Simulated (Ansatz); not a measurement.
## Several solutions for singlet SO in separate pieces

```xyz
2

O     0.0000    0.0000    0.0000
S     0.0000    0.0000    8.0000
```

Basis set: def2-SVP (spherical functions). Charge 0, multiplicity 1.

PBE0 (unrestricted) was run from several starts with Ansatz (development build ahead of 0.2.0).

| run | program | start | converged | energy (hartree) | <S²> |
| --- | --- | --- | --- | --- | --- |
| A | Ansatz | stability test followed | yes | -472.71821 | 2.01 |
| B | Ansatz | search for the lowest state | yes | -472.76278 | 2.01 |
| C | Ansatz | atomic start, no search | yes | -472.71821 | 2.01 |

Problem. Which runs reached the lowest solution of this kind, and what is wrong with the others?

Solution. B reached the lowest solution found. Converged but too high: A by 1.21 eV, C by 1.21 eV. Convergence only shows a stationary point, and even a stable one can lie too high; stability tests and further starts are what find lower ones. Caution: charge can spread falsely over distant fragments. Caution: another spin multiplicity may lie lower. Caution: the unrestricted determinant is a mixture of spin states.
